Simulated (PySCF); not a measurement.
Calculation: TPSSh-D3(BJ)/def2-TZVP // BP86-D3(BJ)/def2-SVP in PySCF. Isolated molecules, 0 K electronic values unless said otherwise. 

Reference species (SMILES): `N` (neutral, multiplicity 1).

* **dipole moment**: 1.81 D
* **HOMO–LUMO gap**: 7.58 eV

Changed species: `CSC` (free ligand S(CH3)2; the reference has free ligand NH3).

Problem. Predict the effect on the dipole moment and HOMO–LUMO gap.

Solution. the dipole moment falls by 0.24 D, to 1.57 D; the HOMO–LUMO gap decreases by 1.45 eV, to 6.13 eV.
